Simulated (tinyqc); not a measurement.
Worked calculation (part 2 of 2): CIS and TDHF on RHF in the sto-6g basis, frozen core, for H2F+, spin multiplicity 1. Computed by tinyqc, a small Python program that keeps every step (integrals from PySCF). Command: `OMP_NUM_THREADS=1 python tinyqc.py 29324 29325 out.jsonl` (the two numbers bound the seeds that draw the settings). One thread of a shared host (Intel(R) Xeon(R) Processor @ 2.60GHz), about 0.2 s of CPU time with the checks.

Geometry (angstrom):
```
atom         x          y         z
F     0.000000   0.000000  0.000000
H     0.000000   0.865000  0.628000
H     0.000000  -0.828000  0.601000
```

## CIS triplet states

CIS matrix A, triplet (hartree), lower triangle:
```
           2>6        2>7        3>6       3>7       4>6       4>7       5>6       5>7
2>6   1.415569
2>7  -0.002912   1.520907
3>6  -0.023407   0.085848   0.550060
3>7   0.085848   0.029706   0.000279  0.634328
4>6  -0.066362  -0.004705  -0.016446  0.046973  0.470831
4>7  -0.004705  -0.009994   0.046973  0.013820  0.007125  0.571610
5>6   0.000000   0.000000   0.000000  0.000000  0.000000  0.000000  0.432052
5>7   0.000000   0.000000   0.000000  0.000000  0.000000  0.000000  0.000816  0.528220
```

Diagonalise A (1 hartree = 27.211386 eV); each vector has its largest component positive (the first on a tie).

triplet excitation energies (eV): 11.756550  12.140913  13.855817  14.373796  16.450959  17.538853  38.894245  41.619886

lowest vectors:
```
       state 1    state 2    state 3   state 4    state 5    state 6
2>6   0.000000   0.091851  -0.014037  0.000000   0.034187  -0.074537
2>7   0.000000  -0.006953  -0.075883  0.000000  -0.042083  -0.033665
3>6   0.000000   0.220809   0.756057  0.000000   0.605579   0.068350
3>7   0.000000  -0.265295   0.166112  0.000000  -0.214746   0.918775
4>6   0.000000   0.928282  -0.197909  0.000000  -0.125216   0.281827
4>7   0.000000  -0.103294  -0.596373  0.000000   0.754016   0.255078
5>6   0.999964   0.000000   0.000000  0.008489   0.000000   0.000000
5>7  -0.008489   0.000000   0.000000  0.999964   0.000000   0.000000
```

## TDHF (RPA) triplet states

Two-electron integrals over orbitals (pq|rs), unique and non-zero (hartree); the lowest 1 orbital is frozen and left out:
```
(22|22) 0.864834    (32|22) -0.002032   (32|32) 0.156495    (33|22) 0.759335
(33|32) 0.003234    (33|33) 0.734151    (42|22) -0.001474   (42|32) -0.000761
(42|33) -0.008099   (42|42) 0.159491    (43|22) -0.004412   (43|32) 0.005665
(43|33) -0.005409   (43|42) 0.006057    (43|43) 0.049449    (44|22) 0.811869
(44|32) 0.006962    (44|33) 0.708863    (44|42) -0.087647   (44|43) -0.005906
(44|44) 0.874533    (52|52) 0.182806    (53|52) 0.003938    (53|53) 0.038441
(54|52) -0.034321   (54|53) -0.001374   (54|54) 0.053476    (55|22) 0.884523
(55|32) 0.005144    (55|33) 0.747183    (55|42) -0.053042   (55|43) -0.006291
(55|44) 0.827566    (55|55) 0.998085    (62|22) -0.142670   (62|32) -0.009438
(62|33) -0.090234   (62|42) -0.044374   (62|43) 0.002907    (62|44) -0.094991
(62|55) -0.145098   (62|62) 0.075775    (63|22) -0.028316   (63|32) 0.020456
(63|33) -0.024976   (63|42) 0.007926    (63|43) 0.017552    (63|44) -0.021932
(63|55) -0.030398   (63|62) 0.011398    (63|63) 0.065552    (64|22) -0.150004
(64|32) 0.007348    (64|33) -0.090916   (64|42) 0.016626    (64|43) 0.004300
(64|44) -0.156128   (64|55) -0.155860   (64|62) 0.059195    (64|63) 0.021093
(64|64) 0.083056    (65|52) -0.049664   (65|53) -0.004079   (65|54) -0.009131
(65|65) 0.025158    (66|22) 0.571823    (66|32) 0.023407    (66|33) 0.551551
(66|42) 0.066362    (66|43) 0.016446    (66|44) 0.540167    (66|55) 0.547244
(66|62) -0.055164   (66|63) 0.022004    (66|64) -0.023620   (66|66) 0.560432
(72|22) -0.027931   (72|32) 0.065275    (72|33) -0.012626   (72|42) -0.001709
(72|43) -0.023004   (72|44) -0.021686   (72|55) -0.027769   (72|62) 0.005273
(72|63) -0.024054   (72|64) 0.011071    (72|66) -0.011947   (72|72) 0.056486
(73|22) 0.206661    (73|32) 0.012237    (73|33) 0.162617    (73|42) -0.058748
(73|43) -0.000464   (73|44) 0.194290    (73|55) 0.228451    (73|62) -0.066325
(73|63) -0.008772   (73|64) -0.088650   (73|66) 0.023723    (73|72) -0.016348
(73|73) 0.160631    (74|22) -0.008395   (74|32) -0.055633   (74|33) -0.005136
(74|42) -0.004640   (74|43) 0.006446    (74|44) -0.010542   (74|55) -0.009291
(74|62) 0.007724    (74|63) -0.040623   (74|64) -0.002887   (74|66) -0.022332
(74|72) -0.009568   (74|73) -0.013702   (74|74) 0.049479    (75|52) -0.009338
(75|53) 0.024946    (75|54) 0.000329    (75|65) 0.001478    (75|75) 0.019612
(76|22) 0.002912    (76|32) -0.085848   (76|33) -0.000279   (76|42) 0.004705
(76|43) -0.046973   (76|44) -0.007125   (76|55) -0.000816   (76|62) -0.003221
(76|63) -0.074460   (76|64) -0.015705   (76|66) -0.044895   (76|72) 0.006367
(76|73) -0.019025   (76|74) 0.058045    (76|76) 0.145428    (77|22) 0.607302
(77|32) -0.029706   (77|33) 0.608100    (77|42) 0.009994    (77|43) -0.013820
(77|44) 0.580205    (77|55) 0.591893    (77|62) -0.044199   (77|63) -0.032530
(77|64) -0.034364   (77|66) 0.524353    (77|72) -0.007116   (77|73) 0.057045
(77|74) 0.018370    (77|76) 0.042617    (77|77) 0.586898
```

B(ia,jb) = - (ib|ja); the squared energies are the eigenvalues of (A - B)(A + B); 1 hartree = 27.211386 eV.

TDHF matrix B, triplet (hartree), lower triangle:
```
           2>6        2>7        3>6        3>7        4>6        4>7        5>6        5>7
2>6  -0.075775
2>7  -0.005273  -0.056486
3>6  -0.011398   0.066325  -0.065552
3>7   0.024054   0.016348   0.008772  -0.160631
4>6  -0.059195  -0.007724  -0.021093   0.040623  -0.083056
4>7  -0.011071   0.009568   0.088650   0.013702   0.002887  -0.049479
5>6   0.000000   0.000000   0.000000   0.000000   0.000000   0.000000  -0.025158
5>7   0.000000   0.000000   0.000000   0.000000   0.000000   0.000000  -0.001478  -0.019612
```

squared energies w^2 (hartree^2): 0.175870  0.186029  0.235755  0.278636  0.360739  0.397371  2.034109  2.330618

TDHF energies from the positive w^2 (eV): 11.411608  11.736574  13.212373  14.363795  16.343591  17.153340  38.809473  41.541886
